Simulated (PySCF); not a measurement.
## Property card for `ClC[C](CCl)C` [radical]

Compound: C4H7Cl2 (doublet state).
Numbering: `[CH3:1][C:2]([CH2:3][Cl:4])[CH2:5][Cl:6]` (hydrogens: H7, H8, H9 on C1; H10, H11 on C3; H12, H13 on C5)

**GFN2-xTB geometry**

* Rotational constants A, B, C of the GFN2-xTB geometry: 4.077, 1.043, 0.915 GHz

**UKS B3LYP, pcH-1 on C Cl H, non-relativistic, mean-field spin-orbit, GIAO (PySCF)**

- Isotropic g value: 2.00338
- Principal g values: 2.00092, 2.00195, 2.00729
- Spin squared ⟨S²⟩: 0.755
- Largest Mulliken spin population: 0.84 on C2
- Largest isotropic hyperfine couplings (means over sets of like nuclei): 13C +78.0 (C2), 1H +65.5 (H7/H8/H9), 35Cl +43.1 (Cl4/Cl6), 13C -29.1 (C1), 1H +18.2 (H10/H11/H12/H13) MHz

Monoisotopic mass (most abundant isotopes): 124.9925 u.

⟨S²⟩ is 0.005 above the pure-spin value S(S + 1) = 0.75. The rotational constants make it an asymmetric top with κ = (2B − A − C)/(A − C) = -0.92, nearer the prolate limit (−1). With B = h/(8π²I), that is 505.379 GHz u Å² over I, the principal moments of inertia are 124.0, 484.6 and 552.1 u Å² (most abundant isotopes); the inertial defect Ic − Ia − Ib is -56.5 u Å² (zero for a rigid planar frame, negative otherwise). g_iso is shifted by about +1070 ppm from the free-electron value 2.002319; the principal values span 0.0064. At 9.50 GHz, hν = g·μB·B₀ (B₀ the magnetic field) puts the centre of the isotropic spectrum, to first order, at 338.8 mT.

The structure is a single GFN2-xTB conformer in the gas phase; no vibrational or solvent corrections. GFN2-xTB frequencies show an imaginary mode (38i cm⁻¹), so this geometry is no minimum at that level. Hyperfine couplings depend on the geometry, which wasn't re-optimised at a DFT level. Couplings of like nuclei are plain means over topologically equivalent atoms, as if these changed places fast (by rotation of a methyl-like group, say); in this geometry the members of some sets differ.

For the EPR job (B3LYP), on an Arm Neoverse V2 with one thread (shared host), this took 53 s wall (with the writing of density and orbital grids) and 0.93 GiB of memory at its peak.

Shape of the structure used: `[CH3:1][C:2]([CH2:3][Cl:4])[CH2:5][Cl:6]`: C1–C2–C3–Cl4 -94°, C1–C2–C5–Cl6 -90°.
